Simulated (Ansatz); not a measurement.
# One shape, several levels: CCl2 (dichloromethylene)

We compute a comparison of 5 runs (HF/def2-SVP, PBE0/def2-SVP, B3LYP/6-31G*, SVWN5/cc-pVTZ, CCSD/6-31G**) of CCl2 (dichloromethylene). 

Program for the calculation: Ansatz 0.2.0.

5 further runs of the same task are left out: 3 for a known fault of the program, 2 set aside as unsound or not needed.

## Step 1: The system as given

CCl2: 3 atoms, total charge 0, spin state singlet. As SMILES, `Cl[C]Cl`. The shape is that of a PBE0-D4/def2-TZVP optimisation.

Bond lengths: Cl1–C2 1.708 Å, C2–Cl3 1.708 Å. Angles: Cl1–C2–Cl3 109.5°.

## Step 2: Energy and forces at HF/def2-SVP (run 1)

Input file molecule.yaml:

```yaml
basis:
  gaussian:
    orbitals: def2-SVP
crystal:
  periodic: [false, false, false]
  atoms:
    - {symbol: Cl, position_ang: [1.236700, -0.329300, 0.644300]}
    - {symbol: C, position_ang: [-0.231600, -0.585100, -0.189800]}
    - {symbol: Cl, position_ang: [-1.005100, 0.914500, -0.454500]}
hamiltonian:
  xc: hf
accuracy: high
output:
  forces: true
  orbitals: {seedname: orbitals}
```

Launch:

```bash
$ ansatz run molecule.yaml --threads 1 --pin off --max-ram 2610MiB --events-out events.jsonl --progress --plain --runs-dir runs
```

The log of the run:

```text
Warning: RAYON_NUM_THREADS=1 ignored (pool sized by the plan → 1); use --threads N
Functional definition: HF
  name "HF"
  exchange = exact_x
  correlation = 0
969 factors; integrals over basis functions are off by at most 3.5e-9 eV
mean field evaluation 1: about -26024.0275 eV, gradient 1.8e1 eV
mean field evaluation 2: about -26024.3243 eV, gradient 1.9e1 eV
mean field evaluation 4: about -26025.5235 eV, gradient 2.5e0 eV
mean field evaluation 8: about -26025.6066 eV, gradient 8.6e-2 eV
mean field evaluation 16: about -26025.6066 eV, gradient 1.4e-7 eV
mean field -26025.60664881 eV, -956.4234035538 hartree, gradient 1.0e-8 eV, S^2 0.000000; 0 other end points of the search recorded, 0 dependent functions left out
the calculation of the forces begins
reference -26025.60664881 eV, -956.4234035538 hartree; 20, 20 occupied and 30, 30 virtual orbitals, 969 factors
Total energy: -26025.60664881 eV, -956.4234035538 hartree
Atom 0 at     1.236700    -0.329300     0.644300 Å, force    -0.018713    -0.105585    -0.021568 eV/Å
Atom 1 at    -0.231600    -0.585100    -0.189800 Å, force     0.075002     0.190694     0.061594 eV/Å
Atom 2 at    -1.005100     0.914500    -0.454500 Å, force    -0.056289    -0.085109    -0.040026 eV/Å
Dipole moment:     0.084920     0.214448     0.069583 e Å
```

Run time: 0.52 s. Hardware: 1 thread of AMD EPYC 9R45 (Zen 5), shared host; peak memory 0.12 GiB.

## Step 3: Energy and forces at PBE0/def2-SVP (run 2)

Input file job.yaml:

```yaml
crystal:
  periodic: [false, false, false]
  atoms:
    - {symbol: Cl, position_ang: [1.236700, -0.329300, 0.644300]}
    - {symbol: C, position_ang: [-0.231600, -0.585100, -0.189800]}
    - {symbol: Cl, position_ang: [-1.005100, 0.914500, -0.454500]}
basis:
  gaussian:
    orbitals: def2-SVP
total_charge: 0
hamiltonian:
  xc: pbe0
accuracy: high
output: {forces: true, orbitals: {seedname: orbitals}}
```

Launch:

```bash
$ ansatz run job.yaml --threads 1 --pin off --max-ram 2610MiB --events-out events.jsonl --progress --plain --runs-dir runs
```

The log of the run, shortened:

```text
Warning: RAYON_NUM_THREADS=1 ignored (pool sized by the plan → 1); use --threads N
Functional definition: PBE0
  name "PBE0"
[...]
969 factors; integrals over basis functions are off by at most 3.5e-9 eV
[...]
mean field -26060.86517396 eV, -957.7191304543 hartree, gradient 8.1e-9 eV, S^2 0.000000; 0 other end points of the search recorded, 0 dependent functions left out
[...]
reference -26060.86517513 eV, -957.7191304971 hartree; 20, 20 occupied and 30, 30 virtual orbitals, 969 factors
Total energy: -26060.86517513 eV, -957.7191304971 hartree
Atom 0 at     1.236700    -0.329300     0.644300 Å, force     0.232203     0.019151     0.129631 eV/Å
Atom 1 at    -0.231600    -0.585100    -0.189800 Å, force    -0.096308    -0.242177    -0.078804 eV/Å
Atom 2 at    -1.005100     0.914500    -0.454500 Å, force    -0.135895     0.223025    -0.050827 eV/Å
Dipole moment:     0.106419     0.268766     0.087202 e Å
```

Wall time 1.4 s (1 thread of AMD EPYC 9R45 (Zen 5), shared host); peak memory 0.14 GiB.

## Step 4: Energy and gradient at B3LYP/6-31G(d) (Cartesian functions) (run 3)

Input file in.yaml:

```yaml
crystal:
  periodic: [false, false, false]
  atoms:
    - {symbol: Cl, position_ang: [1.236700, -0.329300, 0.644300]}
    - {symbol: C, position_ang: [-0.231600, -0.585100, -0.189800]}
    - {symbol: Cl, position_ang: [-1.005100, 0.914500, -0.454500]}
basis:
  gaussian:
    orbitals: "6-31G*"
hamiltonian:
  xc: {name: B3LYP}
accuracy: high
output: {forces: true, orbitals: {seedname: orbitals}}
```

Launch:

```bash
$ ansatz run in.yaml --threads 1 --pin off --max-ram 2610MiB --events-out events.jsonl --progress --plain --runs-dir runs
```

The log of the run, shortened:

```text
Warning: RAYON_NUM_THREADS=1 ignored (pool sized by the plan → 1); use --threads N
Functional definition: B3LYP
  name "B3LYP"
[...]
1031 factors; integrals over basis functions are off by at most 4.0e-9 eV
[...]
mean field -26078.88793447 eV, -958.3814546867 hartree, gradient 5.9e-8 eV, S^2 0.000000; 0 other end points of the search recorded, 0 dependent functions left out
[...]
reference -26078.88796478 eV, -958.3814558007 hartree; 20, 20 occupied and 33, 33 virtual orbitals, 1031 factors
Total energy: -26078.88796478 eV, -958.3814558007 hartree
Atom 0 at     1.236700    -0.329300     0.644300 Å, force     0.902659     0.036222     0.499837 eV/Å
Atom 1 at    -0.231600    -0.585100    -0.189800 Å, force    -0.348838    -0.880171    -0.285754 eV/Å
Atom 2 at    -1.005100     0.914500    -0.454500 Å, force    -0.553821     0.843948    -0.214083 eV/Å
Dipole moment:     0.085967     0.217089     0.070440 e Å
```

It took 1.9 s on 1 thread of AMD EPYC 9R45 (Zen 5), shared host; peak memory 0.15 GiB.

Run 4 isn't shown in full; the table further down has it.

## Step 5: Energy and forces at CCSD/6-31G(d,p) (spherical functions) (run 5)

Input file input.yaml:

```yaml
crystal:
  periodic: [false, false, false]
  atoms:
    - symbol: Cl
      position_ang: [1.236700, -0.329300, 0.644300]
    - symbol: C
      position_ang: [-0.231600, -0.585100, -0.189800]
    - symbol: Cl
      position_ang: [-1.005100, 0.914500, -0.454500]
basis:
  gaussian:
    orbitals: 6-31Gss-spherical.json
correlation:
  method: ccsd
  frozen_orbitals: {C: 1, Cl: 5}
accuracy: high
scf:
  omitted_lower_state_checks: [cluster_reference, increment]
output: {forces: true, orbitals: {seedname: orbitals}}
```

The basis set 6-31G** is read from a file made from the Basis Set Exchange's data (not shown).

Launch:

```bash
$ ansatz run input.yaml --threads 1 --pin off --max-ram 2610MiB --events-out events.jsonl --progress --plain --runs-dir runs
```

The log of the run:

```text
Warning: RAYON_NUM_THREADS=1 ignored (pool sized by the plan → 1); use --threads N
[... 12 lines left out ...]
11 core orbitals not correlated: weight in the atoms' cores, before any rotation towards them, 1.000 or more for the frozen orbitals, at most 0.000 for the correlated occupied ones
[... 25 lines left out ...]
Total energy: -26044.35544348 eV, -957.1124090498 hartree
[... 3 lines left out ...]
Dipole moment:     0.079723     0.201314     0.065323 e Å
Checks for a lower state left out: cluster_reference, increment
```

Wall time 2.1 s (1 thread of AMD EPYC 9R45 (Zen 5), shared host); peak memory 0.17 GiB.

## Step 6: Overview of the runs

| run | level | Cartesian functions | frozen core orbitals | energy (Eh) | dipole moment (D) | HOMO energy (eV) | LUMO energy (eV) | wall time |
| --- | --- | --- | --- | --- | --- | --- | --- | --- |
| 1 | HF/def2-SVP | no | – | -956.423404 | 1.16 | -10.76 | 1.02 | 0.52 s |
| 2 | PBE0/def2-SVP | no | – | -957.719130 | 1.45 | -7.27 | -3.17 | 1.4 s |
| 3 | B3LYP/6-31G* (Cartesian functions) | yes | – | -958.381456 | 1.17 | -7.07 | -3.32 | 1.9 s |
| 4 | SVWN5/cc-pVTZ | no | – | -955.142015 | 1.31 | -6.17 | -4.51 | 2.2 s |
| 5 | CCSD/6-31G** (spherical functions) | no | 11 | -957.112409 | 1.09 | -10.87 | 1.05 | 2.1 s |

## Step 7: Outcome

```
                                           quantity          value
                                run 5: total energy  -957.11241 Eh
          run 5: dipole moment (correlated density)         1.09 D
         run 5: HOMO energy (Hartree–Fock orbitals)      -10.87 eV
         run 5: LUMO energy (Hartree–Fock orbitals)        1.05 eV
       run 5: HOMO–LUMO gap (Hartree–Fock orbitals)       11.92 eV
run 5: correlation energy (11 core orbitals frozen)     -403.9 mEh
                               run 5: T1 diagnostic          0.021
                    run 5: largest force on an atom     0.514 eV/Å
```

In words: The dipole moment (its size) runs from 1.09 D (CCSD/6-31G**) to 1.45 D (PBE0/def2-SVP). The two ends differ in method and basis. Over runs 1, 2, 3, 4 the HOMO–LUMO gap runs from 1.67 eV (SVWN5/cc-pVTZ) to 11.79 eV (HF/def2-SVP). Totals of different functionals can't be ranked against each other. In run 5 the log says that unrestricted orbitals would lower the reference, so the values rest on an unstable closed-shell determinant (other closed-shell runs at this shape may share the fault). All runs together took 8.1 s, the longest 2.2 s.
